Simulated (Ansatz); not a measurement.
Ideal-gas functions of C₂H₃NO₂ (`N#COCO`) at 400 K and 1 bar, from an Ansatz frequency run at PBE0-D4/def2-TZVP.

Molar mass 73.05 g/mol, point group C1 (symmetry number 1), electronic degeneracy 1, moments of inertia 14.467, 193.557, 202.525 u Å². Harmonic wavenumbers (cm⁻¹, unscaled): 51, 179, 398, 484, 542, 600, 894, 1055, 1164, 1216, 1256, 1408, 1435, 1528, 2382, 3053, 3148, 3846.

Use S(trans) = R[1.5 ln M + 2.5 ln T − 1.1517]; rotational temperatures θ = 24.2544 K / I; S(rot) = R[ln(√π/σ · √(T³/θAθBθC)) + 1.5]; for each mode x = 1.438777 ν̃/T, S = R[x/(eˣ − 1) − ln(1 − e⁻ˣ)] and H = RT x/(eˣ − 1); 1 cm⁻¹ = 0.0119627 kJ/mol; R = 8.31446 J/(mol·K).

**Question.** By hand: the entropy, in J/(mol·K).

**Answer.** Translation 168.5. Rotation: θ = 1.6765, 0.1253, 0.1198 K, giving 107.3. Vibration, mode by mode: 22.43, 12.12, 6.01, 4.68, 3.97, 3.36, 1.46, 0.91, 0.66, 0.57, 0.51, 0.32, 0.30, 0.22, 0.02, 0.00, 0.00, 0.00, in all 57.5. Electronic 0.0. Sum 333.3 J/(mol·K).

**Question.** By hand: H − E and G − E in kJ/mol, counted from the electronic energy.

**Answer.** Zero-point energy ½ × 24639 × 0.0119627 = 147.4; thermal vibration 11.7; translation, rotation and pV give 4 RT = 13.3. H − E = 172.4 kJ/mol, and G − E = 172.4 − 400 × 333.3/1000 = 39.1 kJ/mol.

Vibration gives 17 % of the entropy, 22.4 J/(mol·K) of it from the mode under 150 cm⁻¹: soft modes count most, and the harmonic formula is weakest for them. The sum counts one conformer and one mirror image; others add a mixing term.
